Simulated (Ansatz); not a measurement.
Conformers of BH₄NO (`NBO`), each relaxed with PBE0-D4/def2-TZVP in Ansatz. CBS adds the triple-zeta coupled-cluster correction to the MP2 limit.

Not all of them had a frequency check.

Conformer A:

Cartesian coordinates in Å:
```
N -0.220 -0.274 0.851
B 0.473 0.294 -0.231
O 0.013 0.287 -1.519
H -1.111 -0.735 0.787
H 0.152 -0.248 1.783
H 1.531 0.819 -0.036
H -0.837 -0.143 -1.635
```

Conformer B:

```xyz
7

N     0.747    0.451    0.617
B    -0.368    0.040   -0.118
O    -0.272   -1.095   -0.882
H     1.618   -0.052    0.608
H     0.743    1.270    1.194
H    -1.384    0.680   -0.072
H    -1.084   -1.294   -1.347
```

Question: Which is lowest in electronic energy at CCSD(T)/CBS (frozen core, def2 sets), and by how much? (Best estimate.)

Answer: Computed: B; A lies 7.2 kJ/mol higher.

Question: Give the energies relative to B (kJ/mol) with PBE-D4/def2-TZVPP, ωB97X-V/def2-TZVPP, B2PLYP/def2-TZVPP, CCSD/def2-TZVPP, HF/def2-QZVPP, SCS-MP2/def2-QZVPP, CCSD/CBS(def2). (Best estimate.)

Answer: Ansatz gave: 
```csv
level,A
PBE-D4/def2-TZVPP,7.1
ωB97X-V/def2-TZVPP,7.7
B2PLYP/def2-TZVPP,7.4
CCSD/def2-TZVPP,7.3
HF/def2-QZVPP,7.4
SCS-MP2/def2-QZVPP,7.5
CCSD/CBS(def2),7.3
```
